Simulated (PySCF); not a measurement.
CH2O2.

```xyz
5

O     -0.0900    -1.1107     0.0000
C      0.3966     0.1327     0.0000
O     -0.2622     1.1287     0.0000
H     -1.0567    -1.0414     0.0000
H      1.4952     0.1014     0.0000
```
Charge 0, spin multiplicity 1.

The structure is a stationary point at PBE0-D3(BJ)/def2-TZVP. One conformer was computed; it need not be the lowest.

Level of theory: PBE0/pcSseg-2 in PySCF. Non-relativistic, no solvent.

Computed absolute GIAO shielding of each atom: isotropic value and principal components (ppm):
| atom | σ(iso) | σ11 | σ22 | σ33 | span |
|---|---|---|---|---|---|
| O1 | 117.2 | -50.6 | 151.1 | 250.9 | 301.4 |
| C2 | 17.4 | -89.7 | 61.9 | 80.0 | 169.7 |
| O3 | -107.2 | -360.5 | -223.5 | 262.4 | 622.9 |
| H4 | 25.4 | 20.8 | 23.3 | 32.1 | 11.3 |
| H5 | 23.5 | 20.3 | 23.8 | 26.6 | 6.3 |
